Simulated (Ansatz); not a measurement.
Species: C$_{3}$H$_{8}$, SMILES `CCC` (charge 0, multiplicity 1).

Q: Give a relaxed geometry from Ansatz (a program for electronic structure) with B3LYP-D3(BJ)/def2-TZVPD.

A: the end point of this relaxation (outside a Z-matrix the atoms follow the SMILES, hydrogens last).
Z-matrix (Å, degrees):
```
C
H 1 1.0941
H 1 1.0941 2 106.11
C 1 1.5264 2 109.45 3 -118.00
H 4 1.0917 1 111.62 2 57.95
H 4 1.0929 5 107.77 1 122.14
H 4 1.0929 5 107.77 6 115.73
C 1 1.5264 2 109.45 3 118.00
H 8 1.0917 1 111.62 2 -57.95
H 8 1.0929 9 107.77 1 -122.14
H 8 1.0929 9 107.77 10 -115.73
```
